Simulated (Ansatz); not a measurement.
System: ZrSe3 (P2₁/m, No. 11). Method: r²SCAN+rVV10 (PAW; Ansatz, a quantum-chemistry and plane-wave program).

Numerical settings: plane-wave cutoff 560 eV, 6×10×4 k mesh (along the axes of the cell as run), Fermi–Dirac smearing 0.01 eV, scalar-relativistic PAW data made under PBE.

Cell (relaxed at this level):

```xyz
8
Lattice="5.4401 0.0000 -0.0037 0.0000 3.7627 0.0000 -1.2424 0.0000 9.4091" Properties=species:S:1:pos:R:3 pbc="T T T"
Se     3.4618     0.9407     5.2141
Se     0.7359     2.8220     4.1914
Zr     0.7381     0.9407     6.1762
Zr     3.4596     2.8220     3.2293
Se     2.2633     0.9407     1.6285
Se     1.9344     2.8220     7.7770
Se     4.6111     0.9407     1.5737
Se    -0.4134     2.8220     7.8318
```

Q: What does this level give for the band gap, smallest direct gap on the k points sampled and direct gap at Γ?

A: 
* **band gap**: 0.61 eV
* **smallest direct gap on the k points sampled**: 0.90 eV
* **direct gap at Γ**: 1.06 eV

Measured, for comparison: band gap 1.1 eV (temperature not stated, no zero-point or thermal correction, indirect, absorption, single crystal; as tabulated in Patel et al., Bull. Mater. Sci. 28, 405 (2005)).

Spin–orbit coupling is not included.

The computed numbers hold no vibrational or temperature effects.
